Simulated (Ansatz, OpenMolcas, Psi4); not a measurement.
# How methods differ on SiH2O2 (SMILES O[Si]O)

The species is SiH2O2 (5 atoms), meant as a singlet with charge 0. SMILES: `O[Si]O`. The shape is that of a PBE0-D4/def2-TZVP optimisation. This is one conformer, not always the lowest.

```xyz
5

O    -1.4432   -0.1056   -0.2750
Si   -0.2120   -0.7913    0.5677
O     1.0360    0.1875    0.0686
H    -1.2319    0.6489   -0.8361
H     1.9011   -0.0131    0.4334
```

Quantity: the energy change with the O3–H5 bond stretched from 0.960 to 1.440 Å, in eV. The values are calculated.

```json
{"level": "HF/aug-cc-pVDZ (restricted)", "kind": "Hartree–Fock", "program": "OpenMolcas", "value (eV)": "2.93", "less CCSD(T)/aug-cc-pVDZ": "+0.66", "CPU time (all runs)": "18 s"}
{"level": "revPBE/aug-cc-pVDZ (restricted)", "kind": "GGA", "program": "Psi4", "value (eV)": "2.11", "less CCSD(T)/aug-cc-pVDZ": "-0.16", "CPU time (all runs)": "33 s"}
{"level": "r2SCAN0/aug-cc-pVDZ (restricted)", "kind": "hybrid meta-GGA", "program": "Ansatz", "value (eV)": "2.52", "less CCSD(T)/aug-cc-pVDZ": "+0.25", "CPU time (all runs)": "17 s"}
{"level": "HSE06/aug-cc-pVDZ (restricted)", "kind": "range-separated hybrid", "program": "Ansatz", "value (eV)": "2.41", "less CCSD(T)/aug-cc-pVDZ": "+0.14", "CPU time (all runs)": "10 s"}
{"level": "wB97X/aug-cc-pVDZ (restricted)", "kind": "range-separated hybrid", "program": "Ansatz", "value (eV)": "2.47", "less CCSD(T)/aug-cc-pVDZ": "+0.20", "CPU time (all runs)": "31 s"}
{"level": "B2PLYP/aug-cc-pVDZ (restricted)", "kind": "double hybrid", "program": "Ansatz", "value (eV)": "2.32", "less CCSD(T)/aug-cc-pVDZ": "+0.05", "CPU time (all runs)": "15 s"}
{"level": "RPA@PBE/aug-cc-pVDZ (restricted)", "kind": "RPA", "program": "Ansatz", "value (eV)": "2.14", "less CCSD(T)/aug-cc-pVDZ": "-0.13", "CPU time (all runs)": "16 s"}
{"level": "MP2/aug-cc-pVDZ (restricted)", "kind": "perturbation theory", "program": "OpenMolcas", "value (eV)": "2.31", "less CCSD(T)/aug-cc-pVDZ": "+0.04", "CPU time (all runs)": "16 s"}
{"level": "CCSD(T)/aug-cc-pVDZ (restricted)", "kind": "coupled cluster or CI", "program": "OpenMolcas", "value (eV)": "2.27", "less CCSD(T)/aug-cc-pVDZ": "0.00", "CPU time (all runs)": "84 s"}
```

CCSD(T)/aug-cc-pVDZ (restricted) is the highest level here, not the true value. The first shape isn't each level's own minimum. The values span 2.11 to 2.93 eV. Times are those of the runs behind each value, whatever else they computed, on shared processors of several kinds: orders of magnitude only.
